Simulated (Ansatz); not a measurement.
## Ansatz (development build ahead of 0.2.0) run

```yaml
crystal:
  periodic: [false, false, false]
  atoms:
    - { symbol: S, position_ang: [0.0, 0.0, -0.11234] }
    - { symbol: H, position_ang: [0.0, 1.04925, 0.89872] }
    - { symbol: H, position_ang: [0.0, -1.04925, 0.89872] }
basis:
  gaussian: { orbitals: cc-pVDZ }
hamiltonian:
  xc: hf
correlation:
  method: mp2
  frozen_orbitals: { H: 0, S: 5 }
```

The input is written out in the form of the current development build from the run's settings.

Results

| Property | Result |
| --- | --- |
| Converged | yes |
| Reference energy | -398.68228 hartree |
| Correlation energy | -0.14651 hartree |
| Total energy | -398.82879 hartree |
| Spin squared of the determinant | 0.000 |
